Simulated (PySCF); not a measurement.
# CH3F: magnetic properties

Aim: compute the magnetic properties of CH3F (`CF`).

Programs: PySCF 2.14.0, with routines of our own; each step states its level. All values are computed. Atoms count from 0.

### Step 1. The system as given

5 atoms, charge 0, multiplicity 1; geometry from: GFN2-xTB.

### Step 2. Optimising the geometry at PBE0-D3(BJ)/def2-SVP

Job settings and geometry (Å):

```
{"job": {"xc": "PBE0", "basis": "def2-SVP", "d3": "d3bj", "grid": 1, "kind": "geom"}, "charge": 0, "multiplicity": 1}
C     -0.067411     0.006612     0.005238
F      1.281501    -0.109815    -0.162936
H     -0.299426    -0.221463     1.046201
H     -0.351791     1.030308    -0.240578
H     -0.554251    -0.702790    -0.665109
```

Started as:

```sh
> OMP_NUM_THREADS=1 python excited_run.py task.json out
```

This one command runs all jobs of the session in turn.

The log of the run:

```text
step   0  E = -139.48339283  max force = 0.015230
step   1  E = -139.48421126  max force = 0.001499
step   2  E = -139.48421735  max force = 0.000443
optimisation converged
```

It took 1.3 s on 1 thread of Arm Neoverse V1, shared host; peak memory 0.25 GiB.

Relaxation path:

```csv
step,energy from step 0 (eV),largest force component (eV/Å)
0,0.0000,0.7832
1,-0.0223,0.0771
2,-0.0224,0.0228
```

Close pairs (by a distance rule), those that changed most:

```
 bond  before (Å)  after (Å)  change (Å)
C0–H3       1.091      1.103      +0.012
C0–H2       1.091      1.103      +0.012
C0–H4       1.091      1.103      +0.012
C0–F1       1.364      1.363      -0.002
```

The next job starts from the end point, and lists it.

| at the end point | value |
| --- | --- |
| point group (found at 0.08 Å tolerance) | C3v |
| rotational constants (GHz, main isotopes) | 155.7, 26.142, 26.142 |
| dipole moment (D) | 1.74 |

### Step 3. Magnetic properties: GIAO B3LYP/pcSseg-1

Job settings and geometry (Å):

```
{"job": {"kind": "mag", "xc": "B3LYP", "basis": "pcSseg-1"}, "charge": 0, "multiplicity": 1}
C     -0.016859     0.019447     0.026179
F      1.328405    -0.118997    -0.140781
H     -0.292301    -0.198608     1.071571
H     -0.324012     1.050556    -0.216351
H     -0.553581    -0.678623    -0.637793
```

With the program's defaults for keys left out, this is: GIAO B3LYP/pcSseg-1 magnetisability, rotational g tensor and spin-rotation constants, non-relativistic, gas phase.

The log of the run:

```text
coarse grid: 4032 points
cycle   1  E = -139.6840469538  dE =  1.384e-02  |g| = 4.329e-01  |ddm| = 1.631e+00
cycle   2  E = -139.6575450573  dE =  2.650e-02  |g| = 6.284e-01  |ddm| = 5.752e-01
cycle   3  E = -139.7124150269  dE = -5.487e-02  |g| = 3.546e-02  |ddm| = 3.303e-01
cycle   4  E = -139.7126185941  dE = -2.036e-04  |g| = 1.471e-02  |ddm| = 2.732e-02
cycle   5  E = -139.7126680561  dE = -4.946e-05  |g| = 2.945e-03  |ddm| = 1.090e-02
cycle   6  E = -139.7126698168  dE = -1.761e-06  |g| = 1.153e-04  |ddm| = 1.924e-03
final grid: 38928 points
cycle   7  E = -139.7314649077  dE = -9.417e-06  |g| = 5.157e-03  |ddm| = 7.311e-03
cycle   8  E = -139.7314605680  dE =  4.340e-06  |g| = 7.365e-03  |ddm| = 5.813e-03
cycle   9  E = -139.7314698767  dE = -9.309e-06  |g| = 5.104e-04  |ddm| = 3.331e-03
cycle  10  E = -139.7314699233  dE = -4.660e-08  |g| = 9.807e-05  |ddm| = 3.910e-04
cycle  11  E = -139.7314699250  dE = -1.690e-09  |g| = 8.877e-06  |ddm| = 5.743e-05
cycle  12  E = -139.7314699250  dE = -1.108e-11  |g| = 8.154e-07  |ddm| = 4.402e-06
converged SCF energy = -139.7314699250

Magnetisability tensor (1e-30 J/T^2)
     -396.25       14.14       17.09
       14.14     -259.96       -1.75
       17.09       -1.75     -260.62
isotropic -305.61   principal values    -399.82   -258.51   -258.50
isotropic susceptibility -18.404 1e-6 cm^3/mol

Inertial axes            a          b          c
rot. const./GHz    155.7130    26.1419    26.1415
chi total           -24.078    -15.567    -15.567
chi diamagnetic     -34.803    -72.362    -72.362
chi paramagnetic     10.725     56.795     56.795
quadrupole/D A        0.039     -0.019     -0.019
g nuclear            0.9995     0.6295     0.6295
g electronic        -0.7846    -0.6975    -0.6975
g total              0.2149    -0.0680    -0.0680

Spin-rotation constants (kHz, H = +C I.J)
atom  isotope        aa         bb         cc
  1    19F       73.030     -2.500     -2.500
  2     1H      -15.023     -0.552     -0.552
  3     1H      -15.016     -0.552     -0.552
  4     1H      -15.027     -0.551     -0.551
  0    13C*      22.231      7.160      7.160
* in the singly substituted isotopologue
```

It took 1.1 s on 1 thread of Arm Neoverse V1, shared host; peak memory 0.28 GiB.

Key values:

```csv
quantity,value
magnetisability,-306·10⁻³⁰ J/T²
molar susceptibility,-18.4·10⁻⁶ cm³/mol
"rotational g (a, b, c)","0.2149, -0.0680, -0.0680"
```

### Step 4. Magnetic properties: GIAO B3LYP/IGLO-II

Job settings and geometry (Å):

```
{"job": {"kind": "mag", "xc": "B3LYP", "basis": "IGLO-II"}, "charge": 0, "multiplicity": 1}
C     -0.016859     0.019447     0.026179
F      1.328405    -0.118997    -0.140781
H     -0.292301    -0.198608     1.071571
H     -0.324012     1.050556    -0.216351
H     -0.553581    -0.678623    -0.637793
```

With the program's defaults for keys left out, this is: GIAO B3LYP/IGLO-II magnetisability, rotational g tensor and spin-rotation constants, non-relativistic, gas phase.

The log of the run:

```text
coarse grid: 4032 points
cycle   1  E = -139.7520812076  dE =  1.457e-02  |g| = 4.517e-01  |ddm| = 1.387e+00
cycle   2  E = -139.7170465605  dE =  3.503e-02  |g| = 6.913e-01  |ddm| = 5.883e-01
cycle   3  E = -139.7825816756  dE = -6.554e-02  |g| = 3.660e-02  |ddm| = 3.506e-01
cycle   4  E = -139.7827760292  dE = -1.944e-04  |g| = 1.670e-02  |ddm| = 2.375e-02
cycle   5  E = -139.7828367610  dE = -6.073e-05  |g| = 3.494e-03  |ddm| = 1.039e-02
cycle   6  E = -139.7828392141  dE = -2.453e-06  |g| = 1.777e-04  |ddm| = 2.010e-03
final grid: 38928 points
cycle   7  E = -139.7878774481  dE = -1.778e-05  |g| = 5.246e-03  |ddm| = 8.766e-03
cycle   8  E = -139.7878729770  dE =  4.471e-06  |g| = 7.510e-03  |ddm| = 5.019e-03
cycle   9  E = -139.7878821825  dE = -9.206e-06  |g| = 5.887e-04  |ddm| = 3.008e-03
cycle  10  E = -139.7878822385  dE = -5.591e-08  |g| = 1.259e-04  |ddm| = 3.933e-04
cycle  11  E = -139.7878822415  dE = -3.077e-09  |g| = 1.135e-05  |ddm| = 7.142e-05
cycle  12  E = -139.7878822416  dE = -1.700e-11  |g| = 1.643e-06  |ddm| = 5.109e-06
converged SCF energy = -139.7878822416

Magnetisability tensor (1e-30 J/T^2)
     -395.50       14.09       17.03
       14.09     -259.70       -1.75
       17.03       -1.75     -260.36
isotropic -305.18   principal values    -399.06   -258.25   -258.24
isotropic susceptibility -18.379 1e-6 cm^3/mol

Inertial axes            a          b          c
rot. const./GHz    155.7130    26.1419    26.1415
chi total           -24.032    -15.552    -15.552
chi diamagnetic     -34.761    -72.443    -72.443
chi paramagnetic     10.729     56.891     56.891
quadrupole/D A       -0.101      0.050      0.050
g nuclear            0.9995     0.6295     0.6295
g electronic        -0.7849    -0.6987    -0.6987
g total              0.2146    -0.0692    -0.0692

Spin-rotation constants (kHz, H = +C I.J)
atom  isotope        aa         bb         cc
  1    19F       67.254     -2.350     -2.350
  2     1H      -15.374     -0.599     -0.599
  3     1H      -15.366     -0.600     -0.600
  4     1H      -15.378     -0.599     -0.599
  0    13C*      21.598      7.066      7.066
* in the singly substituted isotopologue
```

Wall time 1.2 s (1 thread of Arm Neoverse V1, shared host); peak memory 0.29 GiB.

From this job:

```
              quantity                     value
       magnetisability           -305·10⁻³⁰ J/T²
  molar susceptibility        -18.4·10⁻⁶ cm³/mol
rotational g (a, b, c)  0.2146, -0.0692, -0.0692
```

### Step 5. Magnetic properties: GIAO B3LYP/6-31G*

Job settings and geometry (Å):

```
{"job": {"kind": "mag", "xc": "B3LYP", "basis": "6-31G*"}, "charge": 0, "multiplicity": 1}
C     -0.016859     0.019447     0.026179
F      1.328405    -0.118997    -0.140781
H     -0.292301    -0.198608     1.071571
H     -0.324012     1.050556    -0.216351
H     -0.553581    -0.678623    -0.637793
```

Level: GIAO B3LYP/6-31G* magnetisability, rotational g tensor and spin-rotation constants, non-relativistic, gas phase.

The log of the run:

```text
coarse grid: 4032 points
cycle   1  E = -139.6991339477  dE =  1.601e-02  |g| = 4.703e-01  |ddm| = 1.723e+00
cycle   2  E = -139.6656107311  dE =  3.352e-02  |g| = 6.749e-01  |ddm| = 8.081e-01
cycle   3  E = -139.7354864547  dE = -6.988e-02  |g| = 3.741e-02  |ddm| = 4.701e-01
cycle   4  E = -139.7357505525  dE = -2.641e-04  |g| = 1.608e-02  |ddm| = 3.844e-02
cycle   5  E = -139.7358139492  dE = -6.340e-05  |g| = 2.245e-03  |ddm| = 1.372e-02
cycle   6  E = -139.7358150008  dE = -1.052e-06  |g| = 5.706e-05  |ddm| = 1.713e-03
final grid: 38928 points
cycle   7  E = -139.7316711901  dE = -4.459e-06  |g| = 5.499e-03  |ddm| = 7.054e-03
cycle   8  E = -139.7316659136  dE =  5.277e-06  |g| = 7.856e-03  |ddm| = 7.849e-03
cycle   9  E = -139.7316771476  dE = -1.123e-05  |g| = 4.376e-04  |ddm| = 4.497e-03
cycle  10  E = -139.7316771880  dE = -4.038e-08  |g| = 6.973e-05  |ddm| = 4.132e-04
cycle  11  E = -139.7316771888  dE = -8.789e-10  |g| = 8.252e-06  |ddm| = 5.259e-05
converged SCF energy = -139.7316771888

Magnetisability tensor (1e-30 J/T^2)
     -381.82       12.76       15.43
       12.76     -258.79       -1.58
       15.43       -1.58     -259.39
isotropic -300.00   principal values    -385.04   -257.48   -257.47
isotropic susceptibility -18.066 1e-6 cm^3/mol

Inertial axes            a          b          c
rot. const./GHz    155.7130    26.1419    26.1415
chi total           -23.188    -15.505    -15.505
chi diamagnetic     -34.384    -71.920    -71.920
chi paramagnetic     11.197     56.415     56.415
quadrupole/D A        0.065     -0.032     -0.032
g nuclear            0.9995     0.6295     0.6295
g electronic        -0.8191    -0.6928    -0.6928
g total              0.1804    -0.0634    -0.0634

Spin-rotation constants (kHz, H = +C I.J)
atom  isotope        aa         bb         cc
  1    19F       73.314     -3.385     -3.385
  2     1H      -15.351     -0.660     -0.660
  3     1H      -15.344     -0.660     -0.660
  4     1H      -15.356     -0.659     -0.659
  0    13C*      20.517      6.370      6.370
* in the singly substituted isotopologue
```

Run time: 0.78 s. Hardware: 1 thread of Arm Neoverse V1, shared host; peak memory 0.29 GiB.

From this job:

| quantity | value |
| --- | --- |
| magnetisability | -300·10⁻³⁰ J/T² |
| molar susceptibility | -18.1·10⁻⁶ cm³/mol |
| rotational g (a, b, c) | 0.1804, -0.0634, -0.0634 |

### Step 6. The levels compared

```csv
level,ξ (10⁻³⁰ J/T²),g(a),g(b),gap (eV),functions,time
GIAO B3LYP/pcSseg-1,-306,0.2149,-0.0680,10.75,49,1.1 s
GIAO B3LYP/IGLO-II,-305,0.2146,-0.0692,10.74,62,1.2 s
GIAO B3LYP/6-31G*,-300,0.1804,-0.0634,11.92,34,0.78 s
```

### Step 7. Outcome

```
                                            quantity                     value
                                         point group                       C3v
                rotational constants (main isotopes)  155.71, 26.14, 26.14 GHz
       magnetisability (step 3, GIAO B3LYP/pcSseg-1)           -306·10⁻³⁰ J/T²
  molar susceptibility (step 3, GIAO B3LYP/pcSseg-1)        -18.4·10⁻⁶ cm³/mol
rotational g (a, b, c) (step 3, GIAO B3LYP/pcSseg-1)  0.2149, -0.0680, -0.0680
                     magnetisability over the levels   -306 to -300·10⁻³⁰ J/T²
```

In words: Relaxing lowered the energy by 0.022 eV in 2 steps; the close pair that moved most is C0–H3, from 1.091 to 1.103 Å. The magnetisability spreads by 1.8 % over 3 levels, from GIAO B3LYP/pcSseg-1 (1.1 s) to GIAO B3LYP/6-31G* (0.78 s); the runs took 0.78 s to 1.2 s. Vibrational averaging and real surroundings are missing from these values.
